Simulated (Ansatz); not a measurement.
A structure relaxed at PBE0-D4/def2-TZVP, charge 0, multiplicity 1:

```tsv
atom	x (Å)	y (Å)	z (Å)
Si1	1.111	0.671	-0.074
O2	-0.482	0.244	-0.100
P3	-1.148	-1.254	0.033
H4	1.599	0.762	1.327
H5	1.206	1.998	-0.725
H6	1.926	-0.331	-0.810
H7	-2.256	-1.056	-0.838
H8	-1.956	-1.035	1.187
```

Task: Give its formula and SMILES.

Result: H5OPSi, `[SiH3]OP`.

Task: Summarise the bond lengths by kind.

Result: 1 × O–Si 1.650 Å; 3 × H–Si 1.481 to 1.486 Å; 1 × O–P 1.645 Å; 2 × H–P 1.424 to 1.426 Å.

Program: Ansatz 0.2.0.
